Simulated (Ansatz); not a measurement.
A nudged elastic band was laid between two geometries of AlH3O + H4Si (10 atoms, charge 0, multiplicity 1).

Computed with RKS B3LYP-D4/6-31G* in Ansatz.

```json
{
  "movable images": "7",
  "climbing image": "yes",
  "spring": "5.0 eV/Å²",
  "optimiser": "quadratic models (default)",
  "start path": "through a guess of the saddle point",
  "force threshold": "0.05 eV/Å",
  "iteration limit": "60",
  "end points": "relaxed"
}
```

Initial state:

```xyz
10
Properties=species:S:1:pos:R:3
Al 0.036 -0.264 0.368
O -0.237 -1.319 1.698
H -1.138 -1.565 1.944
H 1.548 -0.027 -0.022
H -1.194 0.236 -0.507
Si 0.138 3.071 1.048
H 1.160 3.722 1.903
H 0.565 3.046 -0.369
H -1.180 3.735 1.193
H -0.012 1.660 1.523
```

Final state:

```xyz
10
Properties=species:S:1:pos:R:3
Al 0.129 0.427 -0.007
O -0.202 -0.370 1.859
H -1.143 -0.361 2.103
H 1.563 -0.195 -0.324
H -1.184 -0.191 -0.677
Si 0.066 2.808 0.658
H 0.856 3.028 1.920
H 0.621 3.781 -0.331
H -1.306 3.304 0.999
H 0.285 0.064 2.580
```

Which bonds break or form, and what moves?

Bonds broken: Si6–H10. Bonds formed: Al1–Si6, O2–H10. AlH3O + H4Si becomes AlH7OSi.

Give the energies along the band, and the barrier.

The forces met the threshold. The highest image is number 4 of 0 to 8, 35.4 kcal/mol above the first end and 21.7 kcal/mol above the last; the last end lies 13.7 kcal/mol above the first. A vibrational analysis at the climbing image gives one clearly imaginary mode, 1326i cm⁻¹: a first-order saddle point. The orbitals stay closed-shell, which can raise the energy where a bond breaks towards radicals; this wasn't checked here.

```
image  path coordinate (Å)  energy (kcal/mol)  Si6–H10 (Å)  Al1–Si6 (Å)  O2–H10 (Å)
    0                 0.00                0.0         1.50         3.41        2.99
    1                 0.56                0.4         1.49         3.36        2.74
    2                 1.13                2.4         1.49         3.24        2.40
    3                 1.69               12.2         1.54         2.96        1.89
    4                 2.26               35.4         1.90         2.70        1.26
    5                 2.80               23.5         2.36         2.54        1.00
    6                 3.33               15.9         2.80         2.48        0.97
    7                 3.87               13.9         3.09         2.47        0.97
    8                 4.39               13.7         3.36         2.47        0.97
```

What is the geometry of the highest image?


```xyz
10
Properties=species:S:1:pos:R:3:forces:R:3
Al 0.157 0.152 0.098 0.01 0.01 -0.04
O -0.165 -0.353 1.873 -0.01 -0.02 0.04
H -1.075 -0.626 2.083 0.00 0.00 0.00
H 1.640 -0.116 -0.370 0.01 0.00 0.00
H -1.136 0.034 -0.813 0.00 0.00 0.00
Si 0.074 2.662 1.079 0.00 -0.01 0.00
H 1.039 3.244 2.053 0.01 0.00 0.00
H 0.540 3.081 -0.283 -0.01 0.00 0.00
H -1.251 3.314 1.288 0.00 0.00 0.01
H -0.137 0.903 1.773 0.00 0.01 0.00
```

What are the harmonic wavenumbers there?

1326i, 88, 213, 274, 336, 365, 429, 451, 542, 611, 687, 737, 776, 898, 932, 946, 1215, 1597, 1938, 1975, 2181, 2223, 2236, 3736 cm⁻¹.

Run time: 4.7 min on 1 thread of Intel(R) Xeon(R) Platinum 8488C (Sapphire Rapids), on a shared host, peak memory 0.15 GiB.
